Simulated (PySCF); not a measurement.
The electron affinity along group 14

Calculated with PySCF 2.14 from differences of total energies of unrestricted determinants, without spin-orbit coupling. Values in eV. The last column holds reference values (measured affinities from photodetachment; the arrow runs from anion to atom). Unmarked ones compare directly (S terms, centres of terms, or small fine structure); those marked * lie between the lowest fine-structure levels and include a spin-orbit shift.

```tsv
element	configurations	PBE0	r2SCAN	MP2 (valence)	SCS-MP2 (valence and next inner shell)	CCSD (valence)	CCSD(T) (valence)	reference
C (aug-cc-pCVTZ-DK, spin-free X2C)	[He] 2s2 2p3 → [He] 2s2 2p2	1.409	1.487	1.263	0.973	1.146	1.217	1.262
Si (aug-cc-pCVTZ-DK, spin-free X2C)	[Ne] 3s2 3p3 → [Ne] 3s2 3p2	1.449	1.521	1.380	1.195	1.320	1.380	1.390 *
Sn (aug-cc-pwCVTZ-DK3, spin-free X2C)	[Kr] 4d10 5s2 5p3 → [Kr] 4d10 5s2 5p2	1.414	1.516	1.359	1.241	1.344	1.388	1.112 *
Pb (aug-cc-pwCVTZ-DK3, spin-free X2C)	[Xe] 4f14 5d10 6s2 6p3 → [Xe] 4f14 5d10 6s2 6p2	1.303	1.407	1.216	1.127	1.229	1.263	0.357 *
```

The highest occupied level of the anion is positive for C⁻ at PBE0, r2SCAN; Si⁻ at PBE0, r2SCAN; Sn⁻ at PBE0, r2SCAN; Pb⁻ at PBE0, r2SCAN, so there the basis helps to hold the electron.

For Pb a determinant mixes LS terms or the coupling is close to jj, so these rows are model values.

"Valence" correlates the outer s and p shells and, in groups 3 to 12 and the f block, the outer d or f shell, open or full, or the next shell where the ion has no valence electron left; the wider scheme adds the next inner shell.
